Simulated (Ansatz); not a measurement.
α-N2 was calculated with PBE0-D3(BJ) (Ansatz, a program for electronic structure, PAW).

Run with plane-wave cutoff 500 eV, 4×4×4 k mesh, gaussian smearing 0.02 eV, scalar-relativistic PAW data made under PBE.

Computed at the level's own relaxed cell.

What does this level give for the volume per atom and lattice constant a?


- volume per atom: 22.23 Å³/atom
- lattice constant a: 5.624 Å

Measured, for comparison: equilibrium volume per atom 22.47 Å³/atom (4 K, zero-point motion not removed; as tabulated in Wyckoff, Crystal Structures 1 (1963), as in the American Mineralogist Crystal …); lattice constant a 5.644 Å (4 K, zero-point motion not removed, our sources range from 5.644 to 5.667; as tabulated in Wyckoff, Crystal Structures 1 (1963), as in the American Mineralogist Crystal …). Computed (rounded) less measured: equilibrium volume per atom -1.1 %, lattice constant a -0.4 % (-0.4 % to -0.8 % over the range).

The computed numbers hold no vibrational or temperature effects.
